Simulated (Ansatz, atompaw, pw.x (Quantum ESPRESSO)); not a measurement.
**What a changed setting does to a pw.x run (fcc Mg)**

Potential: PAW, atompaw 4.2.0.5, LDA (PW92); core [He] 2s2, reference 2p6 3s2 3p0; waves: 3s (bound); 3s channel at 2.9 Ry; 2p (bound); 3p (bound, empty); 3d channel at 0.3 Ry; 3d channel at 2.3 Ry; local part: troulliermartins scheme with l = 3 at 0.5 Ry, radius 2.36 bohr; core correction: smooth core density matched at 1.88 bohr; augmentation: besselshape compensation charge, radius 2.42 bohr; PAW radius 2.84 bohr; waves and projectors: bloechl.

The reference run (k-mesh 13³, cutoffs 40/400 Ry, Fermi–Dirac 0.01 Ry, mixing_beta 0.4, conv_thr 1e-9, no spin) gives 0.15 GPa at 21.873 Å³/atom, where all-electron LAPW gives -0.08 GPa. This run, with its own iteration cap, changes ecutrho/ecutwfc to 3.

```
&control
  calculation='scf', prefix='x', pseudo_dir='./', outdir='./tmp', tstress=.true., disk_io='none'
/
&system
  ibrav=0, nat=1, ntyp=1, ecutwfc=40, ecutrho=120, nbnd=11,
  occupations='smearing', smearing='fd', degauss=0.01
/
&electrons
  conv_thr=1e-09, mixing_beta=0.4, electron_maxstep=70
/
ATOMIC_SPECIES
Mg 1.0 Mg.UPF
CELL_PARAMETERS angstrom
  0.00000000 2.21969235 2.21969235
  2.21969235 0.00000000 2.21969235
  2.21969235 2.21969235 0.00000000
ATOMIC_POSITIONS crystal
Mg 0.0000 0.0000 0.0000
K_POINTS automatic
13 13 13 0 0 0
```

```bash
pw.x < Mg.scf.in > Mg.scf.out
```

Question: How does the run end?

Answer: It converges in 7 iterations; the free energy moves by +0.0 meV/atom and the pressure by +0.00 GPa. Below 4 the density is truncated and F is no longer variational, so a small shift in one case is no licence.

```
Message from routine set_cutoff:
     ecutrho < 4*ecutwfc, are you sure?
     Message from routine setup:
     using ibrav=0 with symmetry is DISCOURAGED, use correct ibrav instead
     lattice parameter (alat)  =       5.9321  a.u.
     unit-cell volume          =     147.6063 (a.u.)^3
     number of electrons       =         8.00
     number of Kohn-Sham states=           11
     kinetic-energy cutoff     =      40.0000  Ry
     charge density cutoff     =     120.0000  Ry
     scf convergence threshold =      1.0E-09
     Exchange-correlation= SLA PW NOGX NOGC
     number of k points=    84  Fermi-Dirac smearing, width (Ry)=  0.0100
     iteration #  1     ecut=    40.00 Ry     beta= 0.40
     total energy              =     -93.78995048 Ry
     estimated scf accuracy    <       0.00412911 Ry
     iteration #  2     ecut=    40.00 Ry     beta= 0.40
     total energy              =     -93.79167724 Ry
     estimated scf accuracy    <       0.00141121 Ry
     iteration #  3     ecut=    40.00 Ry     beta= 0.40
     total energy              =     -93.79176001 Ry
     estimated scf accuracy    <       0.00000193 Ry
     iteration #  4     ecut=    40.00 Ry     beta= 0.40
     total energy              =     -93.79176243 Ry
     estimated scf accuracy    <       0.00000050 Ry
     iteration #  5     ecut=    40.00 Ry     beta= 0.40
     total energy              =     -93.79176264 Ry
     estimated scf accuracy    <       0.00000003 Ry
     iteration #  6     ecut=    40.00 Ry     beta= 0.40
     total energy              =     -93.79176268 Ry
     estimated scf accuracy    <          1.1E-09 Ry
     iteration #  7     ecut=    40.00 Ry     beta= 0.40
     the Fermi energy is     7.0276 ev
!    total energy              =     -93.79176268 Ry
     estimated scf accuracy    <          2.8E-11 Ry
     smearing contrib. (-TS)   =      -0.00196592 Ry
     The total energy is F=E-TS. E is the sum of the following terms:
     one-electron contribution =     -57.88638842 Ry
     hartree contribution      =      10.16829172 Ry
     xc contribution           =      -8.00994036 Ry
     ewald contribution        =     -34.97716473 Ry
     one-center paw contrib.   =      -3.08459496 Ry
     convergence has been achieved in   7 iterations
          total   stress  (Ry/bohr**3)                   (kbar)     P=        1.48
     Message from routine punch:
     Nothing written, as per user request (disk_io='none')
```

The run took about 6 s on one core of a shared host (Intel(R) Xeon(R) 6975P-C, 192 threads, 1512 GiB, load 83).
